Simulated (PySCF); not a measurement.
# C3HN: the cost of one run

The runs use PySCF 2.14.0, with density-fitted response routines of our own; the level of theory stands in each step. All values are computed, except where a source is named. Atoms are numbered from 0 throughout.

**1. The starting structure**

5 atoms, charge 0, multiplicity 1; geometry from: GFN2-xTB.

Bonds of the start (Å): C0–C1 1.20, C1–C2 1.37, C2–N3 1.15, C0–H4 1.05.

**2. Geometry optimisation at PBE0-D3(BJ)/def2-TZVP**

What the job is given:

```
{"job": {"xc": "PBE0", "basis": "def2-TZVP", "d3": "d3bj", "grid": 2, "kind": "geom"}, "charge": 0, "multiplicity": 1}
C      0.000000     0.000000    -1.288210
C      0.000000     0.000000    -0.084270
C      0.000000     0.000000     1.281160
N      0.000000     0.000000     2.429200
H      0.000000     0.000000    -2.337880
```

**Question.** How long does this first job take on 4 threads of Arm Neoverse V2, shared host?

About 6.3 s.
